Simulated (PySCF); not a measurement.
Working out the electron affinity of B

B- [He] 2s2 2p2 (3P) → B [He] 2s2 2p1 (2P). Calculation: PySCF 2.14, in dyall-av3z (15s9p3d2f, 71 functions); the non-relativistic Hamiltonian (point nucleus). Frozen: 1s2; the 13 highest virtual orbitals dropped. Energies in hartree (1 hartree = 27.21139 eV):

```
            part  B- (lower)   B (upper)
             UHF  -24.521908  -24.533079
CCSD correlation   -0.083410   -0.065996
             (T)   -0.003824   -0.001397
```

Task: What does Hartree-Fock give?

Result: (-24.533079) − (-24.521908) = -0.011171 hartree = -0.304 eV.

Task: What do CCSD and CCSD(T) give?

Result: The CCSD correlation energies differ by 0.017414 hartree = 0.474 eV and the triples by 0.002427 hartree = 0.066 eV, so CCSD gives 0.170 eV and CCSD(T) 0.236 eV.

A first-order spin-orbit estimate adds -0.001 eV to CCSD(T) (valence), giving 0.235 eV against 0.280 eV (measured; photodetachment measurements, as compiled on the Wikipedia data page of electron affinities).

What remains against the reference includes basis incompleteness, the frozen core and higher excitations.
